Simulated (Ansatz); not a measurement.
Cost and result for the atomization energy of CH₅BN (`B[N]C`) radical (8 atoms, 7 bonds).

The species carries charge 0 and has multiplicity 2. The structure was optimised at the PBE0-D4/def2-TZVP level. Program: Ansatz. All runs use 2 threads of a server CPU on a shared host. Times are those of one run each, without the atoms' runs, and a repeat can differ threefold. Electronic energies, without spin–orbit coupling; frozen cores. CCSD(T)/CBS adds CCSD(T) − MP2 in def2-TZVPP to the MP2 limit, and its time is that of the two runs behind it. T1 = 0.024; ⟨S²⟩ of the reference is 0.78. B3LYP takes the VWN-RPA correlation (the form of Gaussian; ORCA's B3LYP/G). HSE06 is the plane-wave form, built on full-range PBE exchange.

CCSD(T)/CBS is a level of theory with its own doubt, some kJ/mol a heavy atom from the limit and from the frozen cores, so smaller differences don't rank the functionals.

```csv
level,functions,wall time,atomization (kcal/mol),difference from CCSD(T)/CBS,per bond
revPBE-D4/def2-TZVPP,163,1.5 s,680.4,9.3,1.3
BLYP-D4/def2-TZVPP,163,1.7 s,687.2,16.1,2.3
PBE-D4/def2-TZVPP (with forces),163,1.9 s,697.0,25.9,3.7
HSE06-D4/def2-TZVPP,163,2.4 s,683.7,12.6,1.8
BHLYP-D4/def2-TZVPP,163,2.5 s,666.3,-4.8,-0.7
CCSD(T)/def2-SVP,67,2.6 s,642.6,-28.5,-4.1
B3LYP-D4/def2-TZVPP (with forces),163,2.9 s,686.3,15.2,2.2
r2SCANh-D4/def2-TZVPP,163,3.2 s,679.3,8.2,1.2
r2SCAN-D4/def2-TZVPP (with forces),163,3.4 s,683.6,12.5,1.8
B2PLYP/def2-TZVPP,163,3.4 s,673.9,2.8,0.4
MP2/def2-QZVPP,321,11 s,666.2,-4.9,-0.7
CCSD(T)/def2-TZVPP,163,54 s,655.0,-16.1,-2.3
CCSD(T)/CBS(def2),–,64 s,671.1,0.0,0.0
```

From r2SCAN to r2SCAN0 (25 % exact exchange), in def2-TZVPP and without D4, the atomization energy moves by −10.3 kcal/mol: exact exchange takes away binding that semilocal exchange gives to molecules. The D4 term adds +3.3 kcal/mol with B3LYP and +1.7 kcal/mol with PBE0; it sums over pairs of atoms, weighted by their polarisabilities, and B3LYP, whose exchange is more repulsive, gets the larger term. In def2-TZVPP, CCSD(T) changes the Hartree–Fock value by +154.2 kcal/mol (the triples alone add +8.3 kcal/mol) and MP2 by +155.8 kcal/mol; breaking electron pairs costs correlation energy, which Hartree–Fock lacks.
